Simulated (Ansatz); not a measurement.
Diamond was calculated with HSE06 (plane waves, PAW; Ansatz, a first-principles code).

Settings: plane-wave cutoff 500 eV, 10×10×10 k mesh, gaussian smearing 0.02 eV, scalar-relativistic PAW data made under PBE.

Cell (relaxed at this level):

```yaml
crystal:
  lattice:
    - [0.00000, 1.77274, 1.77274]
    - [1.77274, 0.00000, 1.77274]
    - [1.77274, 1.77274, 0.00000]
  atoms:
    - { symbol: C, position: [0.00000, 0.00000, 0.00000] }
    - { symbol: C, position: [0.25000, 0.25000, 0.25000] }
```

Problem. Give the computed band gap.

Solution. 
band gap: 5.36 eV (on the SCF k mesh)

Measured, for comparison: band gap 5.48 eV (low temperature, zero-point motion not removed; as tabulated in arXiv:1206.3780).

Computed values are for the static lattice.

Cost on a shared machine: roughly 2.4 core-minutes.
